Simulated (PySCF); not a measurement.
C4H4S.
Numbering: `[CH3:1][C:2]#[C:3][CH:4]=[S:5]` (hydrogens: H6, H7, H8 on C1; H9 on C4)

Method: PBE0-D3(BJ)/def2-SVP geometry optimisation, gas phase in PySCF; density fitting, grid level 1; the optimiser is geomeTRIC in internal coordinates, started from a GFN2-xTB structure with every atom displaced at random (about 0.01 Å).

Step 0: E = -15030.7530 eV
```
atom  x, y, z in Å  |  force x, y, z in eV/Å
C1     -1.8914    0.0285   -0.1397   -1.032   1.628  -0.244
C2     -0.4929   -0.1090   -0.0270   -1.014  -0.075  -0.046
C3      0.6875   -0.2658    0.0665    3.492  -0.319   0.257
C4      2.1214   -0.3686    0.1814   -2.038   0.349  -0.114
S5      3.0957    0.9037    0.1377    0.758   0.713  -0.039
H6     -2.1809    1.1150   -0.0958    0.094  -0.693  -0.002
H7     -2.4058   -0.4852    0.6606   -0.412  -0.399   0.427
H8     -2.2315   -0.3476   -1.1025   -0.269  -0.264  -0.342
H9      2.4937   -1.3667    0.3202    0.421  -0.941   0.102
```

Step 1: E = -15030.8882 eV
```
atom  x, y, z in Å  |  force x, y, z in eV/Å
C1     -1.9218    0.0440   -0.1481    0.042  -0.156   0.076
C2     -0.4858   -0.1160   -0.0330    0.125   0.008  -0.016
C3      0.7265   -0.2233    0.0600   -0.212  -0.012   0.020
C4      2.1242   -0.3504    0.1898    0.236  -0.052   0.018
S5      3.1844    0.8881    0.1051   -0.071  -0.098   0.006
H6     -2.2116    1.0995   -0.0603   -0.026   0.088  -0.029
H7     -2.4430   -0.5222    0.6433    0.026   0.018  -0.074
H8     -2.2766   -0.3360   -1.1209    0.007   0.025   0.040
H9      2.4996   -1.3796    0.3655   -0.128   0.179  -0.041
```

Task: Estimate the geometry and energy of step 2. (The exact step hangs on the optimiser's Hessian estimate; all steps are aligned on step 1, rigid shifts and turns removed.)

Result: E = -15030.8899 eV, largest force 0.128 eV/Å
```
atom  x, y, z in Å  |  force x, y, z in eV/Å
C1     -1.9218    0.0402   -0.1457    0.013  -0.010   0.035
C2     -0.4858   -0.1082   -0.0301   -0.001   0.010  -0.013
C3      0.7252   -0.2111    0.0627   -0.013   0.086   0.013
C4      2.1239   -0.3404    0.1885    0.111  -0.063   0.007
S5      3.2111    0.8714    0.1066   -0.087  -0.007  -0.005
H6     -2.2219    1.0963   -0.0633    0.001  -0.010  -0.014
H7     -2.4408   -0.5305    0.6409    0.000  -0.002  -0.011
H8     -2.2711   -0.3419   -1.1182   -0.005   0.004  -0.006
H9      2.4771   -1.3717    0.3599   -0.019  -0.008  -0.003
```

The energy changes by -0.0017 eV. The first-order estimate −F·Δx gives -0.0048 eV and the mean of the old and new forces, exact on a quadratic surface, -0.0018 eV. The step makes an angle of 78° with the force vector and moves no atom by more than 0.032 Å.

What follows is the cost of the whole optimisation. Hardware: one thread of an Arm Neoverse V1, on a shared host. Cost: 15 s of wall time, 0.37 GiB resident at most.
